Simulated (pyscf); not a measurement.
PySCF, gas phase, ωB97X-D3(BJ)/def2-SVP geometries.

**Question.** For the elementary gas-phase step H₂C=CH–SiH₂–Cl + hydrogen (H₂) → H₂C=CH–SiH₃ + hydrogen chloride (HCl) (singlet surface; Cl–Si, H–H broken, H–Si, Cl–H formed), what barrier and reaction energy does ωB97M-D3(BJ)/def2-TZVP give, measured from the separated reactants?

**Answer.** ΔE‡ = 2.30 eV, ΔE = +0.83 eV. Zero-point energy shifts the barrier by +0.11 eV. It is a four-centre exchange, with an imaginary mode of 906i cm⁻¹. One saddle was located; it need not be the lowest between these sides.
